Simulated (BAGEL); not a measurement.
# C3H4ClF (SMILES C/C(Cl)=C/F) at HF/3-21G (density fitting with qzvpp-jkfit)

Aim: the vertical ionisation energy of C3H4ClF at HF/3-21G (density fitting with qzvpp-jkfit), from 2 runs. 

Program for the calculation: BAGEL 1.2.2.

1 further run of the same task is left out (set aside as unsound or not needed).

## Step 1: The system as given

C3H4ClF has 9 atoms, charge 0, and is taken as a singlet. As SMILES, `C/C(Cl)=C/F`. Geometry: relaxed at PBE0-D4/def2-TZVP.

Bond lengths: C1–C2 1.485 Å, C2–Cl3 1.723 Å, C2–C4 1.324 Å, C4–F5 1.329 Å, C1–H6 1.093 Å, C1–H7 1.093 Å, C1–H8 1.092 Å, C4–H9 1.083 Å. Some angles: C1–C2–Cl3 116.4°, C1–C2–C4 123.5°, Cl3–C2–C4 120.1°, C2–C4–F5 123.3°, C2–C1–H6 110.7°, C2–C1–H7 110.7°, C2–C1–H8 110.5°, C2–C4–H9 123.1°, F5–C4–H9 113.6°, H6–C1–H7 107.7°.

## Step 2: A single-point energy at HF/3-21G (density fitting with qzvpp-jkfit)

The input, job.json:

```json
{ "bagel": [

{
  "title": "molecule",
  "basis": "3-21g",
  "df_basis": "qzvpp-jkfit",
  "angstrom": true,
  "geometry": [
    { "atom": "C", "xyz": [   -0.262400,   -1.054600,   -0.407800 ] },
    { "atom": "C", "xyz": [    0.365700,    0.109200,    0.268100 ] },
    { "atom": "Cl", "xyz": [    1.840500,   -0.196100,    1.104900 ] },
    { "atom": "C", "xyz": [   -0.148300,    1.329600,    0.251200 ] },
    { "atom": "F", "xyz": [    0.417300,    2.368500,    0.857300 ] },
    { "atom": "H", "xyz": [   -0.494700,   -1.841200,    0.314300 ] },
    { "atom": "H", "xyz": [    0.413700,   -1.478800,   -1.154200 ] },
    { "atom": "H", "xyz": [   -1.186400,   -0.753900,   -0.905100 ] },
    { "atom": "H", "xyz": [   -1.071600,    1.574900,   -0.259700 ] }
  ]
},
{ "title": "hf" },
{ "title": "print", "file": "orbitals.molden", "orbitals": true }

]}
```

Command:

```
$ BAGEL_NUM_THREADS=1 BAGEL job.json > job.out
```

Output:

```text
* using 1 threads per process

  ===============================================================
  ===============================================================

  *** Geometry ***

  { "atom" : "C", "xyz" : [     -0.495864,     -1.992905,     -0.770630 ] },
  { "atom" : "C", "xyz" : [      0.691073,      0.206358,      0.506636 ] },
  { "atom" : "Cl", "xyz" : [      3.478041,     -0.370575,      2.087958 ] },
  { "atom" : "C", "xyz" : [     -0.280246,      2.512580,      0.474699 ] },
  { "atom" : "F", "xyz" : [      0.788583,      4.475816,      1.620062 ] },
  { "atom" : "H", "xyz" : [     -0.934848,     -3.479364,      0.593941 ] },
  { "atom" : "H", "xyz" : [      0.781780,     -2.794527,     -2.181122 ] },
  { "atom" : "H", "xyz" : [     -2.241971,     -1.424665,     -1.710391 ] },
  { "atom" : "H", "xyz" : [     -2.025031,      2.976130,     -0.490762 ] },

  Number of auxiliary basis functions:      502

  Since a DF basis is specified, we compute 2- and 3-index integrals:
    o Being stored without compression. Storage requirement is 0.013 GB

  Number of basis functions:       57
  Number of electrons      :       48

    * METHOD: MOLECULE                             0.18

  *** RHF ***

  === Nuclear Repulsion ===
   215.4625212528

      * DIIS with orbital gradients will be used.

  === RHF iteration (3-21g) ===
      0       -671.35887765          0.01720683           0.05
      1       -671.43203224          0.00854777           0.05
      2       -671.44852985          0.00179394           0.05
      3       -671.44971732          0.00032236           0.05
      4       -671.44976589          0.00012324           0.05
      5       -671.44977368          0.00003661           0.05
      6       -671.44977426          0.00001384           0.05
      7       -671.44977434          0.00000290           0.05
      8       -671.44977434          0.00000129           0.05
      9       -671.44977434          0.00000038           0.05
     10       -671.44977434          0.00000010           0.05
     11       -671.44977434          0.00000005           0.05
     12       -671.44977434          0.00000001           0.05
     13       -671.44977434          0.00000001           0.05
    * SCF iteration converged.

    * Permanent dipole moment:
           (    0.991106,     0.454665,     0.725372) a.u.

    * METHOD: HF                                   0.79

    * METHOD: PRINT                                0.01

  ===============================================================
```

Run time: 1.1 s. Hardware: 1 thread of Arm Neoverse V2, shared host; peak memory 0.092 GiB.

## Step 3: The doublet cation

The input, job.json:

```json
{ "bagel" : [

{
  "title" : "molecule",
  "basis" : "3-21g",
  "df_basis" : "qzvpp-jkfit",
  "angstrom" : true,
  "geometry" : [
    { "atom" : "C", "xyz" : [      -0.262400,      -1.054600,      -0.407800 ] },
    { "atom" : "C", "xyz" : [       0.365700,       0.109200,       0.268100 ] },
    { "atom" : "Cl", "xyz" : [       1.840500,      -0.196100,       1.104900 ] },
    { "atom" : "C", "xyz" : [      -0.148300,       1.329600,       0.251200 ] },
    { "atom" : "F", "xyz" : [       0.417300,       2.368500,       0.857300 ] },
    { "atom" : "H", "xyz" : [      -0.494700,      -1.841200,       0.314300 ] },
    { "atom" : "H", "xyz" : [       0.413700,      -1.478800,      -1.154200 ] },
    { "atom" : "H", "xyz" : [      -1.186400,      -0.753900,      -0.905100 ] },
    { "atom" : "H", "xyz" : [      -1.071600,       1.574900,      -0.259700 ] }
  ]
},

{
  "title" : "uhf",
  "charge" : 1,
  "nopen" : 1
},

{
  "title" : "print",
  "file" : "orbitals.molden",
  "orbitals" : true
}

]}
```

Command:

```
$ BAGEL_NUM_THREADS=1 BAGEL job.json > job.out
```

Output:

```text
* using 1 threads per process

  ===============================================================
  ===============================================================

  *** Geometry ***

  { "atom" : "C", "xyz" : [     -0.495864,     -1.992905,     -0.770630 ] },
  { "atom" : "C", "xyz" : [      0.691073,      0.206358,      0.506636 ] },
  { "atom" : "Cl", "xyz" : [      3.478041,     -0.370575,      2.087958 ] },
  { "atom" : "C", "xyz" : [     -0.280246,      2.512580,      0.474699 ] },
  { "atom" : "F", "xyz" : [      0.788583,      4.475816,      1.620062 ] },
  { "atom" : "H", "xyz" : [     -0.934848,     -3.479364,      0.593941 ] },
  { "atom" : "H", "xyz" : [      0.781780,     -2.794527,     -2.181122 ] },
  { "atom" : "H", "xyz" : [     -2.241971,     -1.424665,     -1.710391 ] },
  { "atom" : "H", "xyz" : [     -2.025031,      2.976130,     -0.490762 ] },

  Number of auxiliary basis functions:      502

  Since a DF basis is specified, we compute 2- and 3-index integrals:
    o Being stored without compression. Storage requirement is 0.013 GB

  Number of basis functions:       57
  Number of electrons      :       48

    * METHOD: MOLECULE                             0.17

  *** Open-shell HF ***

  === Nuclear Repulsion ===
   215.4625212528

      * DIIS with orbital gradients will be used.

  === UHF iteration (3-21g) ===
      0       -670.96855216          0.04211192           0.09
      1       -671.06853239          0.02817645           0.09
      2       -671.09765001          0.01926219           0.09
      3       -671.12003986          0.00141955           0.09
      4       -671.12053120          0.00063956           0.09
      5       -671.12064557          0.00031586           0.09
      6       -671.12071024          0.00011562           0.09
      7       -671.12072431          0.00006862           0.09
      8       -671.12072879          0.00003318           0.09
      9       -671.12073064          0.00001370           0.09
     10       -671.12073088          0.00000676           0.09
     11       -671.12073093          0.00000426           0.09
     12       -671.12073095          0.00000227           0.09
     13       -671.12073096          0.00000114           0.09
     14       -671.12073096          0.00000060           0.09
     15       -671.12073096          0.00000033           0.09
     16       -671.12073096          0.00000020           0.09
     17       -671.12073096          0.00000011           0.09
     18       -671.12073096          0.00000005           0.09
     19       -671.12073096          0.00000003           0.09
     20       -671.12073096          0.00000002           0.09
     21       -671.12073096          0.00000001           0.09
     22       -671.12073096          0.00000001           0.09
    * SCF iteration converged.

    * S^2 (UHF) is 0.7551

    * Permanent dipole moment:
           (    1.428791,     0.482767,     1.002941) a.u.

    * METHOD: UHF                                  2.17

    * METHOD: PRINT                                0.01

  ===============================================================
```

Wall time 2.5 s (1 thread of Arm Neoverse V2, shared host); peak memory 0.091 GiB.

## Step 4: Results

Level: HF/3-21G (density fitting with qzvpp-jkfit).

| quantity | value |
| --- | --- |
| singlet C3H4ClF: total energy | -671.44977 Eh |
| singlet C3H4ClF: dipole moment | 3.33 D |
| singlet C3H4ClF: HOMO energy | -9.92 eV |
| singlet C3H4ClF: LUMO energy | 4.52 eV |
| singlet C3H4ClF: HOMO–LUMO gap | 14.44 eV |
| doublet cation: total energy | -671.12073 Eh |
| doublet cation: ⟨S²⟩ | 0.755 |
| vertical ionisation energy (to the doublet cation) | 8.954 eV |

What this shows: Removing an electron at fixed nuclei costs 8.95 eV (864 kJ/mol). The negative HOMO energy of the first species, 9.92 eV, lies 0.97 eV above that difference.
